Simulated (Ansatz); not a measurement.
Geometry optimisation, RHF/def2-SVP (Ansatz).

Input:

```yaml
crystal:
  periodic: [false, false, false]
  atoms:
    - { symbol: Si, position_ang: [0.0, 0.0, 0.0] }
    - { symbol: O, position_ang: [1.0382, 0.0, 1.5673] }
    - { symbol: H, position_ang: [0.1287, -0.2814, 1.9044] }
    - { symbol: H, position_ang: [1.629, 0.0, 0.3193] }
    - { symbol: F, position_ang: [-0.7489, 1.2974, -0.5295] }
    - { symbol: H, position_ang: [-0.6877, -1.1914, -0.4862] }
basis:
  gaussian: { orbitals: def2-SVP }
hamiltonian:
  xc: hf
relax:
  f_tol: 0.15
  max_steps: 25
  restrain:
    - { distance: [1, 3], at: 1.01, k: 30.0 }
    - { distance: [0, 1], at: 2.88, k: 30.0 }
    - { distance: [0, 3], at: 2.66, k: 30.0 }
output:
  orbitals: {}
```

Launched with:

```bash
$ ansatz run input.yaml --threads 1 --pin off --max-ram 2048MiB --backend cpu --events-out ev --progress --plain --runs-dir out
```

Question: Where does it end, and by what steps?

Answer: It converged. The restraints hold the end off the free minimum; the threshold counts their pulls, which the force column leaves out. Restrained pairs: O2–H4 (1.38 → 0.97 Å), Si1–O2 (1.88 → 2.86 Å), Si1–H4 (1.66 → 2.67 Å). After 22 steps the energy has fallen by 3.449 eV (the restraints' own energy left out); Si1 moved furthest, 0.94 Å. The start is strongly strained (largest force component 8 eV/Å), so its close contacts needn't be bonds.

| step | energy less start (eV) | largest force component (eV/Å) | accepted |
| --- | --- | --- | --- |
| 0 | 0.0000 | 8.008 | yes |
| 1 | 1.7210 | 10.134 | yes |
| 2 | 2.2523 | 9.351 | yes |
| 3 | 0.3503 | 7.167 | yes |
| 4 | -1.8335 | 3.558 | yes |
| 5 | -2.8010 | 2.481 | yes |
| 6 | -2.7852 | 3.657 | no |
| 7 | -3.0898 | 1.460 | yes |
| 8 | -3.2398 | 1.509 | yes |
| 9 | -3.3490 | 1.646 | yes |
| 10 | -3.4328 | 1.405 | yes |
| 11 | -3.4409 | 1.320 | yes |
| 12 | -3.4190 | 1.434 | no |
| 13 | -3.4418 | 1.175 | yes |
| 14 | -3.4443 | 1.268 | yes |
| 15 | -3.4076 | 1.789 | no |
| 16 | -3.4421 | 1.256 | yes |
| 17 | -3.4413 | 1.285 | yes |
| 18 | -3.4449 | 1.230 | yes |
| 19 | -3.4485 | 1.298 | yes |
| 20 | -3.3761 | 2.168 | no |
| 21 | -3.4469 | 1.196 | no |
| 22 | -3.4487 | 1.274 | yes |

```xyz
6
Properties=species:S:1:pos:R:3
Si -0.143 0.074 -0.929
O 1.061 0.139 1.669
H 0.936 -0.655 2.171
H 1.714 -0.079 0.987
F -1.162 1.330 -0.803
H -1.047 -0.985 -0.319
```

Run time: 20 s on 1 thread of Intel(R) Xeon(R) Platinum 8259CL CPU @ 2.50GHz (Skylake/Cascade Lake) (shared host), peak memory 0.13 GiB.
